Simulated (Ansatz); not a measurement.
Basis-set series for C5H12O (`CCCCOC`). Charge 0, multiplicity 1. The geometry is a stationary point of PBE0-D4/def2-TZVP. It is one conformer, not always the lowest.

```json
{"atom": "C1", "x (Å)": "1.598", "y (Å)": "1.021", "z (Å)": "2.249"}
{"atom": "C2", "x (Å)": "0.328", "y (Å)": "0.669", "z (Å)": "1.493"}
{"atom": "C3", "x (Å)": "0.608", "y (Å)": "0.065", "z (Å)": "0.127"}
{"atom": "C4", "x (Å)": "-0.654", "y (Å)": "-0.286", "z (Å)": "-0.622"}
{"atom": "O5", "x (Å)": "-0.317", "y (Å)": "-0.833", "z (Å)": "-1.870"}
{"atom": "C6", "x (Å)": "-1.443", "y (Å)": "-1.185", "z (Å)": "-2.621"}
{"atom": "H7", "x (Å)": "2.198", "y (Å)": "1.746", "z (Å)": "1.693"}
{"atom": "H8", "x (Å)": "2.218", "y (Å)": "0.135", "z (Å)": "2.410"}
{"atom": "H9", "x (Å)": "1.375", "y (Å)": "1.453", "z (Å)": "3.228"}
{"atom": "H10", "x (Å)": "-0.269", "y (Å)": "-0.034", "z (Å)": "2.086"}
{"atom": "H11", "x (Å)": "-0.289", "y (Å)": "1.567", "z (Å)": "1.375"}
{"atom": "H12", "x (Å)": "1.217", "y (Å)": "-0.839", "z (Å)": "0.234"}
{"atom": "H13", "x (Å)": "1.193", "y (Å)": "0.765", "z (Å)": "-0.479"}
{"atom": "H14", "x (Å)": "-1.279", "y (Å)": "0.613", "z (Å)": "-0.760"}
{"atom": "H15", "x (Å)": "-1.254", "y (Å)": "-1.007", "z (Å)": "-0.043"}
{"atom": "H16", "x (Å)": "-1.095", "y (Å)": "-1.598", "z (Å)": "-3.568"}
{"atom": "H17", "x (Å)": "-2.053", "y (Å)": "-1.941", "z (Å)": "-2.106"}
{"atom": "H18", "x (Å)": "-2.081", "y (Å)": "-0.312", "z (Å)": "-2.827"}
```

```json
{"functional": "PBE0-D4", "basis": "def2-TZVPP", "functions": "354", "energy (Eh)": "-272.75591", "HOMO (eV)": "-7.34", "LUMO (eV)": "1.24"}
{"functional": "PBE0-D4", "basis": "def2-QZVPP", "functions": "702", "energy (Eh)": "-272.77156", "HOMO (eV)": "-7.38", "LUMO (eV)": "0.80"}
{"functional": "ωB97M-V", "basis": "def2-TZVPP", "functions": "354", "energy (Eh)": "-272.92895", "HOMO (eV)": "-9.77", "LUMO (eV)": "2.66"}
{"functional": "ωB97M-V", "basis": "def2-QZVPP", "functions": "702", "energy (Eh)": "-272.94451", "HOMO (eV)": "-9.80", "LUMO (eV)": "1.96"}
```

**Question.** Give the rows for def2-SVP. (Best estimate.)

**Answer.** Ansatz gave: 
```
functional     basis  functions  energy (Eh)  HOMO (eV)  LUMO (eV)
   PBE0-D4  def2-SVP        144   -272.45229      -7.20       1.89
   ωB97M-V  def2-SVP        144   -272.60896      -9.62       3.53
```

Positive LUMOs are unbound and depend on the basis.
